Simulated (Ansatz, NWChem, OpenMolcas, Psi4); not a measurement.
**Abstraction of Cl: CHClF2 + CCl2F → CHF2 + CCl3F**

Species: CHClF2 (difluorochloromethane) `FC(F)Cl`, singlet; CCl2F `F[C](Cl)Cl`, doublet; CHF2 (difluoromethyl radical) `F[CH]F`, doublet; CCl3F (trichlorofluoromethane) `FC(Cl)(Cl)Cl`, singlet. A radical takes Cl: the energy is the difference in strength between two C–Cl bonds in different surroundings.

Shapes, held fixed at every level: PBE0-D4/def2-TZVP. Programs: Ansatz 0.2.0, NWChem 7.3.0, OpenMolcas 26.06, Psi4 1.11. A level may come from different programs for different species; with the same settings they agree closely. The zero-point and thermal change to 298 K, harmonic and unscaled (PBE0-D4/def2-TZVP), is -3.5 kJ/mol.

```tsv
level	kind	ΔH(298 K) (kJ/mol)	less CCSD(T)/CBS estimate
MP2/def2-TZVPP	perturbation theory	+39.1	-5.2
HF/def2-SVP	Hartree–Fock	+55.0	+10.7
B3LYP/6-31G* (spherical functions)	global hybrid	+56.7	+12.4
PBE0-D4/def2-TZVPP	global hybrid	+50.8	+6.5
wB97M-V/def2-TZVPP	range-separated hybrid	+46.3	+2.0
CCSD(T)/def2-SVP	coupled cluster or CI	+43.9	-0.4
CCSD/def2-TZVPP	coupled cluster or CI	+49.2	+4.9
CCSD(T)/CBS estimate	coupled cluster or CI	+44.3	0.0
```

The highest level, CCSD(T)/CBS estimate, gives ΔH(298 K) = +44.3 kJ/mol; the levels span +39.1 to +56.7. The column of differences is taken from that level and isn't an error. No measured value is set beside it here. Open shells run unrestricted. The CBS estimate extrapolates MP2 from def2-TZVPP and def2-QZVPP and adds CCSD(T) − MP2 in the triple-zeta set, cores frozen.
